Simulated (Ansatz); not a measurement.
System: fcc Pt. Method: r²SCAN in Ansatz (plane waves, PAW).

Settings: plane-wave cutoff 560 eV, 24×24×24 k mesh, Fermi–Dirac smearing 0.05 eV, scalar-relativistic PAW data made under PBE.

Pressure at four volumes; x = ln(V/15.297 Å³). One pressure is withheld.

```
V (Å³/atom)        x  P (GPa)
-----------  -------  -------
14.379       -0.0619        ?
14.685       -0.0408    12.33
15.297        0.0000    -0.05
16.215        0.0583   -13.52
```

### Question
Pass a parabola P(x) through the three rows shown, estimate the bulk modulus and its pressure derivative near zero pressure, and predict the withheld pressure.

### Answer
Slopes between the rows: (-0.05 − (12.33))/(0.0000 − (-0.0408)) = -303.43 and (-13.52 − (-0.05))/(0.0583 − (0.0000)) = -231.05 GPa. Their difference over the span 0.0991 is c = 72.38/0.0991 = 730.4 GPa, so P(x) = 12.33 + (-303.43)(x − (-0.0408)) + 730.4 (x − (-0.0408))(x − (0.0000)). At the middle row B = −dP/dx = −[-303.43 + 730.4 × 0.0408] = 273.6 GPa, and B′ = dB/dP = 2c/B = 5.3. At x = -0.0619 the parabola gives 19.69 GPa; the run gives 19.81 GPa. The Birch–Murnaghan fit to the energies at all volumes has B0 = 271 GPa and B′ = 5.5.

Measured, for comparison: bulk modulus 289 GPa (corrected for temperature and zero-point phonon effects; as tabulated in Levämäki et al. (2014), arXiv:1402.3671). Computed less measured: bulk modulus -6 %.

Spin–orbit coupling is not included.

Ansatz is a quantum-chemistry and plane-wave program.
